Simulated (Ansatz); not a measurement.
`NC1=CS1` + H₂O → `OC1=CS1` + NH₃ at 400 K and 1 bar (formal hydrolysis of a C–N bond).

Calculated with Ansatz (gas phase, PBE0-D4/def2-TZVP geometries, no zero-point term in ΔE). CCSD(T)/CBS adds triple-zeta CCSD(T) − MP2 to the extrapolated MP2 energy (def2 sets, frozen cores). This one scheme is used for every species. One conformer a species, not always the lowest.

```tsv
species	CCSD(T)/CBS energy (Eh)	H − E (kJ/mol)	S (J/(mol·K))
`NC1=CS1`	-530.28562	147.1	316.6
H₂O	-76.37941	69.8	198.6
`OC1=CS1`	-550.14085	113.1	307.9
NH₃	-56.50880	104.2	203.1
```

H − E and S are ideal-gas, rigid-rotor, harmonic terms from PBE0-D4/def2-TZVP, for one conformer and one mirror image of each species. 1 Eh = 2625.50 kJ/mol, R = 8.31446 J/(mol·K).

Problem. By hand: ΔE, ΔH, ΔS and ΔG.

Solution. ΔE = (-550.14085) + (-56.50880) − (-530.28562) − (-76.37941) = 0.01538 Eh = 40.4 kJ/mol. Δ(H − E) = 113.1 + 104.2 − 147.1 − 69.8 = 0.4, so ΔH = 40.8 kJ/mol. ΔS = 307.9 + 203.1 − 316.6 − 198.6 = -4.2 J/(mol·K). ΔG = 40.8 − 400 × (-4.2)/1000 = 42.5 kJ/mol.

Problem. By hand: the equilibrium constant, and the temperature at which ΔG would vanish if ΔH and ΔS stayed fixed.

Solution. log₁₀ K = −ΔG/(RT ln 10) = -5.5. ΔH and −TΔS have one sign here, so there is no such temperature.

The number of gas molecules stays the same, so ΔS is small and ΔH decides. A doubt of 5 kJ/mol in ΔE shifts log₁₀ K by 0.7 here. Other conformers and mirror images would add mixing entropy, several J/(mol·K) or more a flexible species. These are equilibria of isolated gas molecules and say nothing of rates. Largest T1 diagnostic: 0.013 (customary marks: 0.02 for closed shells, 0.045 for open ones).

ΔS is within the doubt of such terms, so its sign, and with it that verdict, could turn.
